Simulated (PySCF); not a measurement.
What binds C₂⁺: the parts of the energy along the bond

State: quartet, unpaired electrons σ ↑, π ↑↑. ROHF-based CCSD(T) in PySCF 2.14 with C cc-pVTZ and C cc-pVQZ (frozen core orbitals: 2; no relativity). Correlation energies are extrapolated as n⁻³ (n = 3, 4), Hartree–Fock as (n+1)·exp(−9√n). CV is the change on freezing 0 orbitals instead, in C cc-pwCVTZ. SR is the spin-free X2C energy in C cc-pVTZ-DK less the non-relativistic one in C cc-pVTZ. All energies in eV from C⁺ + C.

```tsv
R (Å)	HF/CBS	CCSD corr.	(T)	CV	SR	total
1.2395	-3.054	-1.531	-0.2736	-0.0578	0.0030	-4.913
1.2959	-3.462	-1.588	-0.2944	-0.0465	0.0039	-5.387
1.3522	-3.627	-1.644	-0.3153	-0.0368	0.0044	-5.618
1.4086	-3.616	-1.697	-0.3360	-0.0284	0.0047	-5.673
1.4649	-3.480	-1.748	-0.3562	-0.0212	0.0047	-5.600
1.5353	-3.191	-1.809	-0.3808	-0.0138	0.0046	-5.390
1.6057	-2.820	-1.869	-0.4046	-0.0077	0.0042	-5.097
```

A fit to the total gives Re = 1.4014 Å, De = 5.674 eV, ωe = 1368.7 cm⁻¹, Be = 1.431 cm⁻¹ (masses 12.0000 and 12.0000 u).

Q: At R = 1.4086 Å the CCSD correlation energy is -0.229721 hartree in the smaller basis and -0.238212 in the larger. Extrapolate it.

A: (4³·E4 − 3³·E3)/(4³ − 3³) = -0.24441 hartree; the larger basis holds 97.5 % of it.

The T1 diagnostic is 0.022. The state was picked by a PBE0 search and need not be the measured ground state. Spin–orbit coupling, excitations beyond (T) and corrections to the Born–Oppenheimer picture are left out.
